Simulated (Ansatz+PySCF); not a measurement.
Results of a calculation; reference values are marked as such.
Input for PySCF 2.14.0:

```python
from pyscf import gto, scf

mol = gto.M(atom="""
O 0.000000 0.000000 -0.162740
H 0.000000 0.000000 1.301900
H 30.000000 0.000000 -1.822010
F 30.000000 0.000000 0.202450
""", basis='6-31g', charge=0, spin=1)
mf = scf.UHF(mol)
mf.init_guess = 'atom'
mf.kernel()
while True:  # follow internal instabilities
    mo, _, stable, _ = mf.stability(return_status=True)
    if stable: break
    mf.kernel(mf.make_rdm1(mo, mf.mo_occ))
print(mf.converged, mf.e_tot, mf.spin_square()[0])
```

The script is written out from the run's settings.

The run gave:

- Converged: yes
- Total energy: -175.15542 hartree
- Spin squared of the determinant: 2.184

Caution: the unrestricted determinant is a mixture of spin states.
